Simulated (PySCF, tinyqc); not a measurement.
Coupled-perturbed Hartree-Fock on RHF in the sto-6g basis, for LiH, spin multiplicity 1, step by step. The lowest restricted solution is unstable here: a spin-polarised one lies 0.0220 hartree lower (PySCF). One step of it, computed by the program tinyqc.

Task: Response to a field: uncoupled start. Field along z; U_ai = -mu_ai / (e_a - e_i), alpha = -4 sum U_ai mu_ai.

orbital energies (hartree): MO1 -2.414651, MO2 -0.213591, MO3 0.066081, MO4 0.155176, MO5 0.155176, MO6 0.325491

dipole integrals <a|z|i> (bohr):
```
,i1,i2
a3,-0.122519,-1.006747
a4,0.000000,0.000000
a5,0.000000,0.000000
a6,-0.145325,1.251723
```

Give: uncoupled U; uncoupled polarisability.

Result:

uncoupled U:
```
,i1,i2
a3,0.0494,3.5997
a4,0.0000,0.0000
a5,0.0000,0.0000
a6,0.0530,-2.3220
```

uncoupled polarisability = 26.1769 bohr^3
